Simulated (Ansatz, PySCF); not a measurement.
System: sum formula HOCl (charge 0, singlet). SMILES: OCl
Geometry from a B3LYP-D3(BJ)/def2-TZVP (Ansatz, a quantum-chemistry and plane-wave program) optimisation:
```xyz
3

O      0.0220     1.1044    -0.0012
H     -0.9233     1.3146     0.0160
Cl     0.0439    -0.5970    -0.0004
```
Charge 0, spin multiplicity 1.

Quantity: vertical triplet-singlet gap (E(triplet) - E(singlet); each state is the SCF solution reached for its spin; for the triplet T1 is 0.056), in eV. Valence correlation only, unless marked. Open shells are spin-unrestricted. Spin-orbit coupling is left out. Non-relativistic. CBS(X,Y): correlation extrapolated as X^-3; Hartree-Fock from the larger set.

| level | program | vertical triplet-singlet gap (eV) |
|---|---|---|
| PBE/def2-TZVPD | Ansatz | 2.87 |
| r2SCAN/def2-TZVPD | Ansatz | 2.87 |
| M06-2X/def2-TZVPD | PySCF | … |
| wB97M-V/def2-TZVPD | Ansatz | … |
| B2PLYP/def2-TZVPD | Ansatz | 3.12 |
| CCSD(T)/CBS(def2-TZVPPD,def2-QZVPPD) | Ansatz | … |

Q: Some entries are withheld; supply them.

A: 
- M06-2X/def2-TZVPD, vertical triplet-singlet gap (eV): 3.34
- wB97M-V/def2-TZVPD, vertical triplet-singlet gap (eV): 3.26
- CCSD(T)/CBS(def2-TZVPPD,def2-QZVPPD), vertical triplet-singlet gap (eV): 3.36
